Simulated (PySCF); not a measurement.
Gas-phase reaction: 3 AlH + C₃H₄ (propyne) + 2 HF = Al(CH₃)F₂ + 2 AlCH₃

Method: PySCF energies plus ideal-gas RRHO corrections (1 bar). † marks an energy on the PBE0/def2-TZVP geometry and frequencies. CCSD(T) freezes the core. All species are closed-shell singlets. Al(CH₃)F₂, AlCH₃: computed as isolated molecules; such fragments, hydroxides, amides, oligomers or adducts are transient or little studied in the gas. CCSD(T) isn't extrapolated to the basis-set limit.

CCSD(T)/def2-SVP† gives ΔH°(298 K) = -850 kJ.

Problem. What do M06-2X/def2-TZVP†, LDA/def2-TZVP†, PBE/def2-TZVP† give?

Solution. M06-2X/def2-TZVP†: -902 kJ; LDA/def2-TZVP†: -963 kJ; PBE/def2-TZVP†: -882 kJ. For scale, ΔH°(298 K) is -850 kJ at this level, -888 kJ at ωB97M-V/def2-TZVP†, and runs from -963 to -822 kJ over the 19 levels computed.
